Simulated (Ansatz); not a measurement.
# How close CCSD(T) comes to the exact answer in a basis

Each species is computed at the geometry given (Å), with frozen cores, in Ansatz 0.2.0: RHF-CCSD(T) for singlets, UHF-CCSD(T) otherwise, and full CI in the same basis. The program picks the determinant by trial CCSD, so it needn't be the lowest Hartree–Fock solution. States: AlH3 A'', SiAs⁺ Σ⁺ or Δ, BO Σ⁺ or Δ. Cases whose determinant has another symmetry than full CI's state, or whose (Q) step broke down, weren't drawn. No relativity is included.

Task: Judging by size, spin and bonding and the diagnostics given, rank them by the size of CCSD(T)'s error in total energy against full CI in the same basis, smallest first (an estimate).
A. AlH$_{3}$, triplet, cc-pVDZ: Al 0.000 0.097 -0.124; H 0.000 -1.784 -0.980; H 0.547 -0.403 2.154; H -0.547 -0.403 2.154. T1 0.033, (T) -57 meV in a correlation energy of -2.72 eV
B. BO, doublet, 6-31G: B 0.000 0.000 0.000; O 0.000 0.000 0.963. T1 0.017, (T) -87 meV in a correlation energy of -4.17 eV
C. SiAs⁺, singlet, 6-31G: Si 0.000 0.000 0.000; As 0.000 0.000 1.858. T1 0.031, (T) -186 meV in a correlation energy of -4.19 eV

Result: B (21.4 meV), A (29.5 meV), C (56.2 meV).

```tsv
species	basis	correlated electrons	CCSD(T) − full CI (meV)	CCSDT(Q) − full CI (meV)	unpaired electrons (full CI)	T1	⟨S²⟩ of the determinant
BO, doublet	6-31G	9	21.4	-1.5	1.03	0.017	0.77
AlH3, triplet	cc-pVDZ	6	29.5	0.0	2.08	0.033	2.08
SiAs⁺, singlet	6-31G	8	56.2	-3.4	0.42	0.031	0.00
```

Unpaired electrons are Σ n²(2−n)² over natural occupations; an open shell counts its own unpaired electrons too. Frozen cores follow each run's orbitals, which moves totals by a few meV.
